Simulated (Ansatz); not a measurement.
We consider diamond, described by r²SCAN in Ansatz (plane waves, PAW).

Run with plane-wave cutoff 600 eV, 12×12×12 k mesh, finite displacements, force constants from a 4×4×4 q mesh, scalar-relativistic PAW data made under PBE.

Computed at the level's own relaxed cell. Harmonic vibrational thermodynamics at fixed volume:

```csv
T (K),S_vib (J/K per mol of atoms),C_V (J/K per mol of atoms),F_vib (eV/atom)
0,0.00,0.00,0.1835
100,0.07,0.24,0.1835
200,0.73,2.29,0.1831
300,2.35,6.11,0.1816
400,4.66,10.10,0.1780
600,9.96,15.90,0.1629
1000,19.51,20.98,0.1011
```

The crystal is taken as a harmonic solid at every temperature: melting, phase changes and thermal expansion are not seen.

At Γ the run gives TO 1324 cm⁻¹ and LO 1324 cm⁻¹.

Measured, for comparison: zone-centre TO phonon frequency 1333 cm⁻¹ (low temperature, zero-point motion not removed; as tabulated in Kunc et al. (2003), arXiv:cond-mat/0304692). Computed (rounded) less measured: zone-centre TO phonon frequency -0.7 %.

Ansatz is a first-principles code.
